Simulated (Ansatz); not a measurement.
A made-up structure of CH4NS (charge +1), closed shell:

```xyz
7
angstrom
N -0.7999 0.3335 -0.6880
C -0.0070 -0.0776 0.2494
S 1.6565 -0.2582 0.0527
H -1.7931 0.4244 -0.5171
H -0.4716 0.5778 -1.6151
H -0.4597 -0.3137 1.2083
H -0.3595 1.1696 -0.3040
```

It is relaxed with PBE-D4/def2-SVP and then PBE0-D4/def2-TZVP (Ansatz 0.2.0). Atoms count as bonded within 1.22 times the sum of their covalent radii (H–H: 0.88 Å). The end point is not checked to be a true minimum.

**Question.** Does its bonding change? (A judgement: the text doesn't fix the answer.)

**Answer.** By the calculation: No: no bond forms or breaks.

Where it ends: The first stage lowers the energy by 2.50 eV in 10 steps. It ends as CH₄NS ([NH3][CH][S]), total charge +1:
```xyz
7
angstrom
N -0.7375 0.5950 -0.6239
C 0.1407 -0.1399 0.3483
S 1.5295 -0.7319 -0.0911
H -1.6500 0.1350 -0.7226
H -0.2780 0.6195 -1.5407
H -0.3282 -0.1804 1.3305
H -0.9107 1.5584 -0.3142
```

Labels in which every atom is bracketed show which atoms are joined, not bond orders.

For scale, one of the runs: PBE0-D4/def2-TZVP relaxation, 123 basis functions, launched by `ansatz run in.yaml --threads 2 --pin off --events-out ev --progress --plain --max-ram 4352MiB`. The run took about 11 s on 2 CPU threads of an Arm Neoverse V1 (shared host).
